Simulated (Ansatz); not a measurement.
Reaction (SMILES): C(F)=C → FC=[CH-] + H+
B3LYP-D3(BJ)/def2-TZVP geometries, fixed; electronic energies without zero-point terms.

Basis-set convergence of the deprotonation energy at MP2 with Ansatz (a quantum-chemistry and plane-wave program). Cartesian d functions, on some or all atoms, in 6-31G*, 6-31+G*; all else is spherical. Cores are frozen. The proton leaves the site shown, which need not be the most acidic. No added dispersion term, no relativity. Functions are those of the species that has most. Reference: Hartree-Fock in aug-cc-pVQZ plus the correlation part extrapolated as X^-3 from aug-cc-pVTZ and aug-cc-pVQZ, 399.85 kcal/mol, itself unsure by roughly 0.09 kcal/mol (a third of the extrapolation step and of the last Hartree-Fock step). Deviations are taken from unrounded values.

```json
[
 {"basis": "6-31G*", "functions": "51", "deprotonation energy (kcal/mol)": "421.83"},
 {"basis": "6-31+G*", "functions": "63", "deprotonation energy (kcal/mol)": "398.66"},
 {"basis": "cc-pVDZ", "functions": "57", "deprotonation energy (kcal/mol)": "416.95"},
 {"basis": "aug-cc-pVDZ", "functions": "96", "deprotonation energy (kcal/mol)": "397.09"},
 {"basis": "def2-SVP", "functions": "57", "deprotonation energy (kcal/mol)": "417.93"},
 {"basis": "def2-SVPD", "functions": "87", "deprotonation energy (kcal/mol)": "402.63"},
 {"basis": "pcseg-1", "functions": "57", "deprotonation energy (kcal/mol)": "411.47"},
 {"basis": "aug-pcseg-1", "functions": "96", "deprotonation energy (kcal/mol)": "398.86"},
 {"basis": "6-311G**", "functions": "72", "deprotonation energy (kcal/mol)": "414.96"},
 {"basis": "6-311+G**", "functions": "84", "deprotonation energy (kcal/mol)": "401.54"},
 {"basis": "def2-TZVP", "functions": "111", "deprotonation energy (kcal/mol)": "404.08"},
 {"basis": "def2-TZVPD", "functions": "141", "deprotonation energy (kcal/mol)": "399.89"},
 {"basis": "cc-pVTZ", "functions": "132", "deprotonation energy (kcal/mol)": "409.15"},
 {"basis": "aug-cc-pVTZ", "functions": "207", "deprotonation energy (kcal/mol)": "399.67"},
 {"basis": "pcseg-2", "functions": "132", "deprotonation energy (kcal/mol)": "404.78"},
 {"basis": "aug-pcseg-2", "functions": "207", "deprotonation energy (kcal/mol)": "401.01"},
 {"basis": "def2-TZVPP", "functions": "135", "deprotonation energy (kcal/mol)": "405.39"},
 {"basis": "def2-TZVPPD", "functions": "165", "deprotonation energy (kcal/mol)": "401.35"},
 {"basis": "cc-pVQZ", "functions": "255", "deprotonation energy (kcal/mol)": "404.60"},
 {"basis": "aug-cc-pVQZ", "functions": "378", "deprotonation energy (kcal/mol)": "399.88"},
 {"basis": "def2-QZVPP", "functions": "261", "deprotonation energy (kcal/mol)": "402.42"},
 {"basis": "def2-QZVPPD", "functions": "291", "deprotonation energy (kcal/mol)": "400.90"},
 {"basis": "pcseg-3", "functions": "279", "deprotonation energy (kcal/mol)": "401.43"},
 {"basis": "aug-pcseg-3", "functions": "402", "deprotonation energy (kcal/mol)": "400.77"}
]
```

What the diffuse functions change, pair by pair:
- 6-31G* to 6-31+G*: 12 more functions, deviation 21.98 to -1.19 kcal/mol
- cc-pVDZ to aug-cc-pVDZ: 39 more functions, deviation 17.10 to -2.76 kcal/mol
- def2-SVP to def2-SVPD: 30 more functions, deviation 18.08 to 2.78 kcal/mol
- pcseg-1 to aug-pcseg-1: 39 more functions, deviation 11.62 to -0.99 kcal/mol
- 6-311G** to 6-311+G**: 12 more functions, deviation 15.10 to 1.69 kcal/mol
- def2-TZVP to def2-TZVPD: 30 more functions, deviation 4.23 to 0.04 kcal/mol
- cc-pVTZ to aug-cc-pVTZ: 75 more functions, deviation 9.30 to -0.18 kcal/mol
- pcseg-2 to aug-pcseg-2: 75 more functions, deviation 4.93 to 1.16 kcal/mol
- def2-TZVPP to def2-TZVPPD: 30 more functions, deviation 5.54 to 1.50 kcal/mol
- cc-pVQZ to aug-cc-pVQZ: 123 more functions, deviation 4.75 to 0.03 kcal/mol
- def2-QZVPP to def2-QZVPPD: 30 more functions, deviation 2.57 to 1.05 kcal/mol
- pcseg-3 to aug-pcseg-3: 123 more functions, deviation 1.58 to 0.92 kcal/mol

Leaving out the reference's own pair, they bring the value nearer the reference by more than 0.09 kcal/mol in 11 of 11 pairs.
